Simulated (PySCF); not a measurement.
**Highest orbital energy against ionisation energy along the second row**

Calculated with PySCF 2.14, no spin-orbit coupling. Each cell gives −ε(HOMO) / ΔSCF in eV; NIST values include spin-orbit coupling, (s) semi-empirical, (t) theoretical.

```csv
species,UHF,LDA,PBE,PBE0,r2SCAN,NIST (lowest levels)
"Li (dyall-acv3z, non-relativistic)",5.343 / 5.343,3.165 / 5.473,3.227 / 5.589,3.831 / 5.571,3.258 / 5.392,5.392
"Be (dyall-acv3z, non-relativistic)",8.416 / 8.043,5.599 / 9.026,5.609 / 8.997,6.492 / 8.971,5.746 / 8.792,9.323
"B (dyall-acv3z, non-relativistic)",8.674 / 8.042,4.112 / 8.647,4.169 / 8.673,5.373 / 8.647,4.581 / 8.769,8.298
"C (dyall-acv3z, non-relativistic)",11.947 / 10.801,6.127 / 11.694,6.098 / 11.542,7.651 / 11.515,6.575 / 11.674,11.260
"N (dyall-acv3z, non-relativistic)",15.536 / 13.896,8.404 / 15.010,8.304 / 14.733,10.216 / 14.704,8.898 / 14.815,14.534
"O (dyall-acv3z, non-relativistic)",14.188 / 12.020,7.445 / 14.002,7.594 / 14.058,9.478 / 13.844,7.912 / 13.713,13.618
"F (dyall-acv3z, non-relativistic)",18.496 / 15.652,10.363 / 17.959,10.304 / 17.656,12.565 / 17.444,10.783 / 17.540,17.423
"Ne (dyall-acv3z, non-relativistic)",23.142 / 19.661,13.553 / 22.189,13.348 / 21.661,15.997 / 21.450,13.983 / 21.489,21.565
```

How far is −ε(HOMO) from ΔSCF on average for each method, and why?

UHF 1.54 eV; LDA -5.65 eV; PBE -5.53 eV; PBE0 -3.82 eV; r2SCAN -5.06 eV. Hartree-Fock orbital energies lack relaxation and so exceed the ΔSCF value; semilocal functionals have convex E(N) from self-interaction, so their HOMO lies far too high; exact exchange moves hybrids part of the way back.
